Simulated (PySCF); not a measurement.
NO2, SMILES N(=O)[O] (connectivity only; charge and spin as stated), charge -1, multiplicity 1.

Geometry optimised at r2SCAN-D4/def2-TZVPD. The spin state was assumed, not searched. The isomer is the one that the SMILES or the coordinates give; other isomers of the formula were not compared.

Method: r2SCAN/def2-TZVPD run with PySCF.

Symmetry labels are those of the subgroup C2v that the program uses (full group C2v).

Computed valence orbital energies around the gap with their symmetry:
```
orbital  symmetry  energy (eV)
-------  --------  -----------
HOMO−7         B2       -19.39
HOMO−6         A1        -9.11
HOMO−5         B2        -5.60
HOMO−4         B1        -5.27
HOMO−3         A1        -4.94
HOMO−2         A2        -0.87
HOMO−1         B2         0.05
HOMO           A1         1.14
LUMO           B1         4.42
LUMO+1         B2         5.61
LUMO+2         A1         5.69
LUMO+3         A1         6.60
```
